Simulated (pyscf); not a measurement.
Optimised with ωB97X-D3(BJ)/def2-SVP in PySCF.

Question: For the elementary gas-phase step silane (SiH₄) + H atom (H•) → silyl (SiH₃•) + hydrogen (H₂) (doublet surface; H–Si broken, H–H formed), what barrier and reaction energy does B3LYP-D3(BJ)/def2-TZVP give, measured from the separated reactants?

Answer: ΔE‡ = 0.4 kcal/mol, ΔE = -14.5 kcal/mol. ωB97M-D3(BJ)/def2-TZVP gives 5.0 kcal/mol and -11.1 kcal/mol. Zero-point energy shifts the barrier by -0.6 kcal/mol. It is a hydrogen abstraction, with an imaginary mode of 1005i cm⁻¹. This is the saddle that the search found; another between the same sides may lie lower. The angle at the transferred H is 180°.
